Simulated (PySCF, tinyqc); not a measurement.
RKS/PBE in the sto-3g basis, for CH2, spin multiplicity 1, step by step. The lowest restricted solution is unstable here: a spin-polarised one lies 0.0221 hartree lower (PySCF). One step of it, computed by the program tinyqc.

Task: Iteration 1: building the Kohn-Sham matrix. J_ij = sum D_kl (ij|kl); F = H + J + V_xc; E = tr D H + tr D J / 2 + E_xc + E_nn.

D at the start, lower triangle:
```
            1C 1s      1C 2s    1C 2px     1C 2py    1C 2pz     2H 1s     3H 1s
1C 1s    2.073327
1C 2s   -0.303445   1.310492
1C 2px   0.000000   0.000000  0.000000
1C 2py  -0.003130   0.011321  0.000000   1.377310
1C 2pz   0.085268  -0.297585  0.000000   0.003810  1.894960
2H 1s   -0.148340   0.404081  0.000000   0.365793  0.115129  0.244543
3H 1s   -0.151397   0.410669  0.000000  -0.365411  0.116908  0.055003  0.253801
```

core Hamiltonian H = T + V (hartree), lower triangle:
```
             1C 1s      1C 2s     1C 2px     1C 2py     1C 2pz      2H 1s      3H 1s
1C 1s   -18.493634
1C 2s    -4.459924  -5.445866
1C 2px    0.000000   0.000000  -4.352963
1C 2py    0.000214   0.002180   0.000000  -4.462287
1C 2pz   -0.008509  -0.096243   0.000000   0.000831  -4.379499
2H 1s    -0.491492  -1.365979   0.000000  -1.140996  -0.575073  -2.842321
3H 1s    -0.511390  -1.406634   0.000000   1.169382  -0.589167  -0.183472  -2.868505
```

Two-electron integrals (ij|kl) in chemists' order, unique and non-zero (hartree):
```
(11|11) 3.541948    (21|11) 0.576921    (21|21) 0.111888    (22|11) 0.854682
(22|21) 0.205284    (22|22) 0.624709    (31|31) 0.020296    (32|31) 0.030858
(32|32) 0.137996    (33|11) 0.852436    (33|21) 0.205335    (33|22) 0.624568
(33|33) 0.672833    (41|41) 0.020296    (42|41) 0.030858    (42|42) 0.137996
(43|43) 0.036269    (44|11) 0.852436    (44|21) 0.205335    (44|22) 0.624568
(44|33) 0.600295    (44|44) 0.672833    (51|51) 0.020296    (52|51) 0.030858
(52|52) 0.137996    (53|53) 0.036269    (54|54) 0.036269    (55|11) 0.852436
(55|21) 0.205335    (55|22) 0.624568    (55|33) 0.600295    (55|44) 0.600295
(55|55) 0.672833    (61|11) 0.063108    (61|21) 0.012174    (61|22) 0.022332
(61|33) 0.022264    (61|41) 0.000627    (61|42) 0.001188    (61|44) 0.022433
(61|51) 0.000309    (61|52) 0.000585    (61|54) 0.000083    (61|55) 0.022305
(61|61) 0.001351    (62|11) 0.182125    (62|21) 0.044481    (62|22) 0.153191
(62|33) 0.149293    (62|41) 0.003739    (62|42) 0.028101    (62|44) 0.158577
(62|51) 0.001842    (62|52) 0.013846    (62|54) 0.004574    (62|55) 0.151547
(62|61) 0.005048    (62|62) 0.053862    (63|31) 0.004095    (63|32) 0.022828
(63|43) 0.005192    (63|53) 0.002558    (63|63) 0.005852    (64|11) 0.151497
(64|21) 0.037429    (64|22) 0.136669    (64|33) 0.130048    (64|41) 0.006740
(64|42) 0.045394    (64|44) 0.147929    (64|51) 0.001303    (64|52) 0.011119
(64|54) 0.006252    (64|55) 0.131868    (64|61) 0.004399    (64|62) 0.056859
(64|64) 0.064784    (65|11) 0.074646    (65|21) 0.018442    (65|22) 0.067339
(65|33) 0.064077    (65|41) 0.001303    (65|42) 0.011119    (65|44) 0.067772
(65|51) 0.004737    (65|52) 0.028306    (65|54) 0.007012    (65|55) 0.070090
(65|61) 0.002168    (65|62) 0.028016    (65|64) 0.029037    (65|65) 0.020160
(66|11) 0.361822    (66|21) 0.089772    (66|22) 0.353473    (66|33) 0.336595
(66|41) 0.008162    (66|42) 0.085415    (66|44) 0.376934    (66|51) 0.004022
(66|52) 0.042085    (66|54) 0.019876    (66|55) 0.346388    (66|61) 0.010251
(66|62) 0.169211    (66|64) 0.196023    (66|65) 0.096585    (66|66) 0.774606
(71|11) 0.065658    (71|21) 0.012666    (71|22) 0.023236    (71|33) 0.023165
(71|41) -0.000655   (71|42) -0.001239   (71|44) 0.023342    (71|51) 0.000323
(71|52) 0.000610    (71|54) -0.000088   (71|55) 0.023208    (71|61) 0.001362
(71|62) 0.004919    (71|64) 0.003993    (71|65) 0.002122    (71|66) 0.009910
(71|71) 0.001463    (72|11) 0.187856    (72|21) 0.045874    (72|22) 0.157775
(72|33) 0.153765    (72|41) -0.003861   (72|42) -0.028897   (72|44) 0.163316
(72|51) 0.001902    (72|52) 0.014236    (72|54) -0.004705   (72|55) 0.156083
(72|61) 0.004876    (72|62) 0.035682    (72|64) 0.028202    (72|65) 0.018072
(72|66) 0.083428    (72|71) 0.005417    (72|72) 0.056842    (73|31) 0.004244
(73|32) 0.023599    (73|43) -0.005353   (73|53) 0.002637    (73|63) 0.003519
(73|73) 0.006215    (74|11) -0.155595   (74|21) -0.038438   (74|22) -0.140168
(74|33) -0.133356   (74|41) 0.006972    (74|42) 0.046761    (74|44) -0.151761
(74|51) -0.001344   (74|52) -0.011410   (74|54) 0.006430    (74|55) -0.135225
(74|61) -0.003940   (74|62) -0.028035   (74|64) -0.019537   (74|65) -0.014004
(74|66) -0.064389   (74|71) -0.004704   (74|72) -0.059769   (74|74) 0.067919
(75|11) 0.076651    (75|21) 0.018936    (75|22) 0.069051    (75|33) 0.065695
(75|41) -0.001344   (75|42) -0.011410   (75|44) 0.069488    (75|51) 0.004906
(75|52) 0.029220    (75|54) -0.007221   (75|55) 0.071890    (75|61) 0.002095
(75|62) 0.018013    (75|64) 0.014030    (75|65) 0.012450    (75|66) 0.044062
(75|71) 0.002317    (75|72) 0.029444    (75|74) -0.030397   (75|75) 0.021190
(76|11) 0.022577    (76|21) 0.005528    (76|22) 0.019581    (76|33) 0.019112
(76|41) 1.92e-06    (76|42) 0.000022    (76|44) 0.019695    (76|51) 0.000400
(76|52) 0.003176    (76|54) 4.32e-06    (76|55) 0.019915    (76|61) 0.000611
(76|62) 0.005848    (76|64) 0.005440    (76|65) 0.003368    (76|66) 0.016600
(76|71) 0.000635    (76|72) 0.005989    (76|74) -0.005535   (76|75) 0.003437
(76|76) 0.000819    (77|11) 0.366175    (77|21) 0.090846    (77|22) 0.357226
(77|33) 0.340009    (77|41) -0.008343   (77|42) -0.086849   (77|44) 0.381162
(77|51) 0.004110    (77|52) 0.042785    (77|54) -0.020273   (77|55) 0.349997
(77|61) 0.009636    (77|62) 0.081777    (77|64) 0.063430    (77|65) 0.043364
(77|66) 0.203933    (77|71) 0.010800    (77|72) 0.174519    (77|74) -0.201412
(77|75) 0.099222    (77|76) 0.016600    (77|77) 0.774606
```

nuclear repulsion = 4.59608510 hartree

V_xc (hartree), lower triangle:
```
            1C 1s      1C 2s     1C 2px     1C 2py     1C 2pz      2H 1s      3H 1s
1C 1s   -2.283721
1C 2s   -0.323496  -0.566774
1C 2px   0.000000   0.000000  -0.495461
1C 2py  -0.000055  -0.000184   0.000000  -0.593884
1C 2pz   0.001569   0.007104   0.000000   0.000055  -0.597288
2H 1s   -0.035765  -0.139464   0.000000  -0.129255  -0.062909  -0.372118
3H 1s   -0.037203  -0.143958   0.000000   0.132994  -0.064746  -0.016832  -0.376904
```

E_xc = sum of w rho eps_xc = -6.11609762 hartree

Give: Coulomb J; Kohn-Sham matrix F; total energy of this density.

Result:

Coulomb J (hartree), lower triangle:
```
          1C 1s    1C 2s  1C 2px   1C 2py  1C 2pz   2H 1s   3H 1s
1C 1s   11.6094
1C 2s    2.2451   5.1629
1C 2px   0.0000   0.0000  5.0523
1C 2py   0.0001  -0.0003  0.0000   5.2161
1C 2pz  -0.0058  -0.0030  0.0000  -0.0004  5.2040
2H 1s    0.2450   1.2550  0.0000   1.1216  0.5525  2.9774
3H 1s    0.2549   1.2935  0.0000  -1.1515  0.5670  0.1594  3.0120
```

Kohn-Sham matrix F (hartree), lower triangle:
```
          1C 1s    1C 2s  1C 2px   1C 2py   1C 2pz    2H 1s    3H 1s
1C 1s   -9.1680
1C 2s   -2.5383  -0.8497
1C 2px   0.0000   0.0000  0.2039
1C 2py   0.0003   0.0017  0.0000   0.1600
1C 2pz  -0.0127  -0.0922  0.0000   0.0005   0.2273
2H 1s   -0.2823  -0.2504  0.0000  -0.1486  -0.0855  -0.2371
3H 1s   -0.2937  -0.2571  0.0000   0.1509  -0.0869  -0.0409  -0.2334
```

total energy of this density = -38.104525 hartree
